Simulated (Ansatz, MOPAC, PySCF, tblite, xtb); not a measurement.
Potential energy surface of H3 (cation, charge +1), singlet: collinear H-H-H surface. Scanned: first H-H distance and second H-H distance.

Levels: GFN2-xTB, 300 K electronic temperature (tblite); RHF/def2-SVP (PySCF); FCI/cc-pVDZ = full CI/cc-pVDZ, frozen core (Ansatz, a quantum-chemistry and plane-wave program); RHF/cc-pVDZ (Ansatz); MP2/cc-pVDZ = Ansatz with MP2 on RHF/cc-pVDZ, frozen core; CCSD/cc-pVDZ = CCSD on RHF/cc-pVDZ, frozen core in Ansatz; CCSD(T)/cc-pVDZ = CCSD(T) on RHF/cc-pVDZ, frozen core (Ansatz); RKS-CAM-B3LYP/cc-pVDZ = Ansatz with restricted CAM-B3LYP/cc-pVDZ; RKS-PBE/cc-pVDZ = restricted PBE/cc-pVDZ run with Ansatz; PM7, restricted, heats of formation (MOPAC); PM3, restricted, heats of formation (MOPAC); GFN1-xTB (xtb); RKS-B3LYP/6-31G* = restricted B3LYP/6-31G*, spherical d run with PySCF; RKS-M06-2X/6-31G* = PySCF with restricted M06-2X/6-31G*, spherical d; RKS-B3LYP/6-311+G** = restricted B3LYP/6-311+G**, spherical d in PySCF 2.14.0; RHF/6-31G* = restricted Hartree-Fock/6-31G*, spherical d (PySCF 2.14.0).

Energies in eV at chosen points (x: first H-H distance (Å); y: second H-H distance (Å)), relative to x = 0.78, y = 0.80:

| method | (0.95, 1.81) | (0.95, 0.69) | (0.75, 0.86) | (0.63, 1.24) | (1.57, 2.15) | (1.75, 0.86) | (1.40, 1.24) |
|---|---|---|---|---|---|---|---|
| GFN2-xTB | 1.239 | 0.191 | -0.040 | 0.991 | 3.222 | 1.111 | 0.840 |
| RHF | 2.258 | 0.378 | 0.057 | 1.454 | 5.100 | 1.947 | 2.360 |
| FCI/cc-pVDZ | 2.232 | 0.391 | 0.051 | 1.542 | 4.470 | 1.989 | 2.017 |
| RHF/cc-pVDZ | 2.252 | 0.377 | 0.057 | 1.452 | 5.088 | 1.942 | 2.349 |
| MP2/cc-pVDZ | 2.230 | 0.385 | 0.053 | 1.499 | 4.691 | 1.958 | 2.169 |
| CCSD/cc-pVDZ | 2.232 | 0.391 | 0.051 | 1.542 | — | 1.989 | 2.017 |
| CCSD(T)/cc-pVDZ | 2.232 | 0.391 | 0.051 | 1.542 | — | 1.989 | 2.017 |
| RKS-CAM-B3LYP/cc-pVDZ | 1.984 | 0.364 | 0.044 | 1.419 | 4.425 | 1.742 | 1.943 |
| RKS-PBE/cc-pVDZ | 1.764 | 0.360 | 0.039 | 1.405 | 3.828 | 1.578 | 1.688 |
| PM7 | 3.659 | 0.581 | 0.087 | 2.276 | 8.219 | 3.134 | 4.143 |
| PM3 | 3.723 | 0.391 | 0.086 | 1.674 | 7.383 | 3.207 | 3.918 |
| GFN1-xTB | 1.535 | 0.397 | 0.054 | 1.323 | 3.504 | 1.291 | 1.574 |
| RKS-B3LYP/6-31G* | 2.066 | 0.362 | 0.056 | 1.389 | 4.295 | 1.814 | 2.075 |
| RKS-M06-2X/6-31G* | 2.177 | 0.358 | 0.057 | 1.387 | 4.602 | 1.897 | 2.200 |
| RKS-B3LYP/6-311+G** | 2.070 | 0.356 | 0.054 | 1.382 | 4.334 | 1.826 | 2.053 |
| RHF/6-31G* | 2.335 | 0.369 | 0.066 | 1.401 | 5.142 | 2.002 | 2.460 |

A dash means that the run gave no value there, or that the column was ended at a point which the program doubted or which failed a test of continuity chosen for this set; such a test can also cut sound points.
